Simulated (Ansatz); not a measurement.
**KIr: from a trial structure to a relaxed crystal**

Level of theory: Ansatz, DFT r2SCAN, scalar-relativistic, plane waves, PAW. Cutoff 500 eV, Γ-centred k mesh, Gaussian smearing, no spin polarisation in the final step.

KIr was placed on the CoSn structure type (P6/mmm, No. 191), with K in place of Co, Ir in place of Sn, at a guessed volume.

```
K Ir
1.0
     5.89748    0.00000    0.00000
    -2.94874    5.10737    0.00000
     0.00000    0.00000    4.75819
K Ir
3 3
Cartesian
  2.9487 0.0000 0.0000
  1.4744 2.5537 0.0000
  -1.4744 2.5537 0.0000
  0.0000 0.0000 0.0000
  0.0000 3.4049 2.3791
  2.9487 1.7025 2.3791
```

Cell and atoms relax at zero pressure; the relaxation can't lower the symmetry of the start. After a coarse first stage the cell is made exact in the group found at 0.06 Å.

Formation energies are uncorrected and refer to the elements' standard structures at the same level.

Question: What does it relax into?

Answer: It keeps P6/mmm (No. 191). The result has the CoSn (K on Co sites) structure. Conventional cell: a = 5.733 Å, c = 5.453 Å. Around K lie 4 K at 2.87 Å, 2 Ir at 2.87 Å and 4 Ir at 3.19 Å; Ir on Wyckoff site a (1 atom of the primitive cell) is coordinated by 6 K at 2.87 Å; Ir on Wyckoff site d (2 atoms of the primitive cell) is coordinated by 6 K at 3.19 Å and 3 Ir at 3.31 Å.

```cif
data_structure
_symmetry_space_group_name_H-M 'P6/mmm'
_symmetry_Int_Tables_number 191
_cell_length_a 5.7331
_cell_length_b 5.7331
_cell_length_c 5.4531
_cell_angle_alpha 90.000
_cell_angle_beta 90.000
_cell_angle_gamma 120.000
_cell_volume 155.22
loop_
_atom_site_label
_atom_site_type_symbol
_atom_site_symmetry_multiplicity
_atom_site_Wyckoff_symbol
_atom_site_fract_x
_atom_site_fract_y
_atom_site_fract_z
_atom_site_occupancy
K1 K 3 f 0.50000 0.00000 0.00000 1
Ir1 Ir 1 a 0.00000 0.00000 0.00000 1
Ir2 Ir 2 d 0.33333 0.66667 0.50000 1
```

Question: What are its volume, energy, density and gap?

Answer: The volume per atom is 25.87 Å³. The density is 7.42 g/cm³. The energy over the elements is 2.35 eV/atom. The gap on the 12×12×8 mesh is 0 eV (a metal).

The final run used a 12×12×8 mesh on its 6-atom cell and 0.10 eV smearing. The k mesh leaves about 4 meV/atom of noise in metals. Spin–orbit coupling is left out. Symmetry constrained the relaxation, so the result can be a saddle point.

Cost: 4 runs of about 4.6 core-minutes in all, on Intel Xeon Platinum 8488C (Sapphire Rapids) (shared hosts).